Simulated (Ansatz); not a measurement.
A nudged elastic band was laid between two geometries of BH4NO + H2 (9 atoms, charge 0, multiplicity 1).

Theory: RKS BLYP/def2-mTZVP (Ansatz 0.2.0).

| Property | Result |
| --- | --- |
| movable images | 7 |
| climbing image | yes |
| spring | 5.0 eV/Å² |
| optimiser | quadratic models (default) |
| start path | through a guess of the saddle point |
| force threshold | 0.05 eV/Å |
| iteration limit | 60 |
| end points | relaxed |

First end point:

```xyz
9
Properties=species:S:1:pos:R:3
B -0.051 -1.122 0.149
N 0.100 -0.820 1.525
H -0.701 -0.720 2.142
H 0.988 -0.688 2.005
O 1.001 -1.275 -0.740
H 1.889 -1.159 -0.351
H -1.152 -1.259 -0.301
H -0.344 4.697 1.006
H -0.358 3.951 0.995
```

Last end point:

```xyz
9
Properties=species:S:1:pos:R:3
B 0.136 0.386 -0.017
N -0.085 0.378 1.708
H -0.377 -0.543 2.057
H 0.810 0.607 2.157
O 1.252 -0.502 -0.264
H 0.961 -1.377 -0.576
H -0.952 0.031 -0.435
H 0.406 1.555 -0.209
H -0.781 1.071 2.009
```

Which bonds break or form, and what moves?

Bonds broken: H8–H9. Bonds formed: B1–H8, N2–H9. BH4NO + H2 becomes BH6NO.

What energy profile does the band end with?

It converged. The highest image is number 5 of 0 to 8, 2.17 eV above the first end and 1.65 eV above the last; the last end lies 0.53 eV above the first. Beside the main top the profile has a ripple of under 15 meV (maxima at images 3, 5), which may be a very shallow well or noise. Neighbouring images differ by up to 2.1 eV, so the band resolves the path poorly. A vibrational analysis at the climbing image gives one clearly imaginary mode, 1534i cm⁻¹: a first-order saddle point. The orbitals stay closed-shell, which can raise the energy where a bond breaks towards radicals; this wasn't checked here.

```
image  path coordinate (Å)  energy (eV)  H8–H9 (Å)  B1–H8 (Å)  N2–H9 (Å)
    0                 0.00         0.00       0.75       5.89       4.82
    1                 1.24         0.00       0.75       4.97       3.77
    2                 2.49         0.01       0.75       4.07       3.21
    3                 3.73         0.12       0.75       2.95       2.65
    4                 4.97         0.12       0.75       2.65       2.42
    5                 6.22         2.17       1.05       1.47       1.34
    6                 7.02         0.83       1.96       1.24       1.02
    7                 7.82         0.58       2.37       1.22       1.03
    8                 8.61         0.53       2.56       1.22       1.03
```

What is the geometry of the highest image?


```xyz
9
Properties=species:S:1:pos:R:3:forces:R:3
B 0.040 0.134 0.250 0.00 0.00 0.00
N -0.116 0.118 1.825 0.00 0.00 0.00
H -0.954 -0.295 2.235 0.00 0.00 0.00
H 0.725 -0.133 2.347 0.00 0.00 0.00
O 1.213 -0.510 -0.192 0.00 0.00 0.00
H 1.235 -0.627 -1.160 0.00 0.00 0.00
H -1.009 0.025 -0.331 0.00 0.00 0.00
H 0.229 1.587 0.234 0.00 0.00 0.00
H 0.009 1.306 1.223 0.00 0.00 0.00
```

Run time: 7.5 min on 1 thread of AMD EPYC 7R43 64-Core Processor (Zen 3), on a shared host, peak memory 0.14 GiB.
